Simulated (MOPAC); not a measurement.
MOPAC input (AM1):

```
AM1 1SCF CHARGE=1 GEO-OK AUX(PRECISION=9) THREADS=1
C2H8N

C     1.25811390 1   -0.39527654 1   -0.00165926 1
C     0.11989565 1    0.60015541 1   -0.00836938 1
N    -1.22240368 1   -0.12486235 1    0.00816391 1
H     2.20053556 1    0.15158906 1   -0.01375427 1
H     1.24981792 1   -1.01581769 1    0.89610031 1
H     1.24027555 1   -1.03872164 1   -0.88300628 1
H     0.11163414 1    1.22156711 1   -0.90196144 1
H     0.12113265 1    1.24436577 1    0.86896693 1
H    -1.30874728 1   -0.71355094 1    0.84090172 1
H    -1.31759220 1   -0.73478083 1   -0.80816955 1
H    -2.00828788 1    0.53011236 1    0.00394702 1
```

### Question
What heat of formation does the run end on, and which ionisation energy by Koopmans theorem?

### Answer
141.62 kcal/mol; 17.35 eV.
